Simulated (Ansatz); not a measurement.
# CF4 (tetrafluoromethane): a line through the functionals

CF4 has 5 atoms, charge 0, and is taken as a singlet. SMILES: `FC(F)(F)F`. The shape is that of a PBE0-D4/def2-TZVP optimisation.

The electronic atomisation energy y, in eV, basis aug-cc-pVDZ; a is the functional's share of exact exchange. Programs: Ansatz 0.2.0.

```
functional  program     a  y (eV)
       PBE   Ansatz     0   21.43
      BLYP   Ansatz     0   20.26
     B3LYP   Ansatz   0.2   19.89
      PBE0   Ansatz  0.25   20.36
   r2SCAN0   Ansatz  0.25       ?
     BHLYP   Ansatz   0.5   18.54
```

**Question.** Fit y = c + s·a to the known rows and predict r2SCAN0.

**Answer.** 
1. Means of the 5 rows: a = 0.1900, y = 20.096.
2. Σ(Δa)² = 0.172, Σ(Δa·Δy) = -0.7532, so the slope is -0.7532/0.172 = -4.3791.
3. Intercept: 20.096 − (-4.3791) × 0.1900 = 20.928. The largest residual of the fit is 0.67.
4. r2SCAN0: 20.928 + (-4.3791) × 0.25 = 19.83 eV.

The run gave 19.64 eV, so the prediction is off by +0.19 eV, within the scatter of the fit. The rows mix families of semi-local functionals, which the line can't see.
